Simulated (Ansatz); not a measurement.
Working through a composite energy at a relaxed geometry of S2

Computed with Ansatz 0.2.0 through its Python package.

At the Python prompt:
```pycon
>>> import itertools
>>> import ansatz
>>> from ase import Atoms
>>> from ase.data import atomic_numbers, covalent_radii
>>> import numpy as np
>>> SETTINGS = {
...     'basis': 'def2-SVP',
...     'functional': 'pbe0',
... }
>>> atoms = Atoms(['S', 'S'], positions=[
...     (1.027, 0.0, 0.0),
...     (-1.027, 0.0, 0.0),
... ])
>>> mol = ansatz.Crystal.molecule_from_ase(atoms)
>>> job = (
...     mol.calculation()
...     .basis(gaussian=SETTINGS['basis'])
...     .functional(SETTINGS['functional'])
...     .spin('collinear', total=2)  # spin-polarised run
... )
>>> symbols = [site.symbol for site in mol.cartesian_sites]
>>> start = np.array([site.position_ang for site in mol.cartesian_sites], dtype=float)
>>> r = job.relax(force_tolerance=0.01, max_steps=100).run(threads=1, backend='cpu').report
>>> end = np.array(r['positions_ang'])
>>> # pairs closer than 1.2 times the sum of covalent radii, before or after
>>> radius = [covalent_radii[atomic_numbers[s]] for s in symbols]
>>> span = lambda where, i, j: np.linalg.norm(where[i] - where[j])
>>> bonded = [(i, j) for i, j in itertools.combinations(range(len(symbols)), 2) if min(span(start, i, j), span(end, i, j)) < 1.2 * (radius[i] + radius[j])]
>>> print('pair        before    after (A)')
pair        before    after (A)
>>> for i, j in bonded:
...     print(f'{symbols[i]}{i}-{symbols[j]}{j}'.ljust(10), f'{span(start, i, j):8.4f} {span(end, i, j):8.4f}')
...
S0-S1        2.0540   1.9039
>>> minimum = ansatz.Crystal.molecule()
>>> for symbol, place in zip(symbols, end):
...     minimum = minimum.atom(symbol, place.tolist())
...
>>> at_minimum = minimum.calculation().spin('collinear', total=2)
>>> # MP2 extrapolated to the basis limit, plus the small-basis difference CCSD(T) - MP2
>>> level = lambda method, basis: at_minimum.basis(gaussian=basis).correlation(method).run(threads=1, backend='cpu').report
>>> small, large, cluster = level('mp2', 'cc-pVDZ'), level('mp2', 'cc-pVTZ'), level('ccsd_t', 'cc-pVDZ')
>>> corr = lambda each: (each['free_energy_ev'] - each['reference_energy_ev']) / 27.211386246
>>> mp2_limit = (27 * corr(large) - 8 * corr(small)) / 19
>>> pieces = {'HF / cc-pVTZ': large['reference_energy_ev'] / 27.211386246, 'MP2 correlation, DZ-TZ limit': mp2_limit, 'CCSD(T) - MP2 / cc-pVDZ': corr(cluster) - corr(small)}
>>> for name, value in pieces.items():
...     print(f'{name:32s} {value:14.6f} Ha')
...
HF / cc-pVTZ                        -795.096162 Ha
MP2 correlation, DZ-TZ limit          -0.344190 Ha
CCSD(T) - MP2 / cc-pVDZ               -0.031727 Ha
>>> print(f'{"sum":32s} {sum(pieces.values()):14.6f} Ha')
sum                                 -795.472080 Ha
>>> print('T1 diagnostic', round(cluster['correlation']['coupled_cluster']['t1_diagnostic'], 4))
T1 diagnostic 0.0138
```

Caveats:
- Total energies depend on the basis set; only differences at equal settings carry meaning.
- The sum leaves out core correlation, relativity, the Hartree-Fock basis error and zero-point energy; a DZ-TZ extrapolation is rough.
- The run takes the species as open-shell (spin multiplicity 3), which needn't be its ground state.
- Inner cores stay frozen, so this is valence correlation.
- For Al to Cl the sets with a tight d function, cc-pV(X+d)Z, are usual.
- The spin state was assumed, and another may lie lower.
- An extrapolation from small basis sets is rough.
- Finished in 6.7 s on 1 thread of Arm Neoverse V2 (shared host), peak memory 0.19 GiB.
